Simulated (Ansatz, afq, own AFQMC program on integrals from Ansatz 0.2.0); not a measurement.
**Where AFQMC and coupled cluster stand for BN₂H, triplet**

```xyz
4

B     0.0000    0.0000   -0.4393
N     0.0000    0.0000   -2.1793
N     0.0000    0.0000    0.8126
H     0.0000    0.0000    1.8059
```

Connectivity, by distances: N–B–NH.

Basis cc-pVDZ. Only valence electrons are correlated. Integrals, coupled cluster, full CI and functionals: Ansatz 0.2.0; the random walks run on the same integrals in our own AFQMC program. ph-AFQMC/CISD is guided by a CISD state made of CCSD amplitudes; releasing the constraint for a short imaginary time cuts its bias at the price of noise, slowly where states lie close. Uncertainties: one standard error, sampling alone.

Determinant: ROHF, the one that the program's search chose, which needn't be the lowest solution. The geometry is a point of a scan.

No full CI on the walks' own integrals is used here; CCSDT(Q) serves as the reference and is uncertain by about the last step of the cluster series.

Cautions: lower spins were not checked; a spin-contaminated unrestricted determinant lies lower (UHF 246 meV lower, ⟨S²⟩ 2.08); the released energies are still falling, so no released level is given (meV from the phaseless value at times in 1/Eh: -12 ± 5 at 0.24, -16 ± 4 at 0.51, -18 ± 4 at 0.99, -26 ± 5 at 1.62, -30 ± 6 at 2.40).

The T1 diagnostic is 0.0286. The weight of the determinant in the CISD state is 0.847 and the size of the correlated space is 14 electrons in 44 orbitals.

| level | correlation energy (eV) |
| --- | --- |
| MP2 | -9.4027 |
| CCSD | -10.1898 |
| CCSD(T) | -10.5586 |

(1) Estimate where phaseless AFQMC with a CISD trial lies against CCSD(T) on the same integrals.

(1) 1.16 ± 0.13 kcal/mol below CCSD(T).

Reference: CCSDT(Q), correlation energy -10.624 eV.

```csv
level,E − E(reference) (kcal/mol),share of correlation (%)
CCSD(T),1.50,99.39
CCSDT,0.69,99.72
ph-AFQMC/CISD,0.34 ± 0.13,99.86
```

A walk keeps the symmetry of its determinant, which the program's search chose and which needn't be the lowest solution, so a lower state of the same spin and another symmetry isn't excluded.
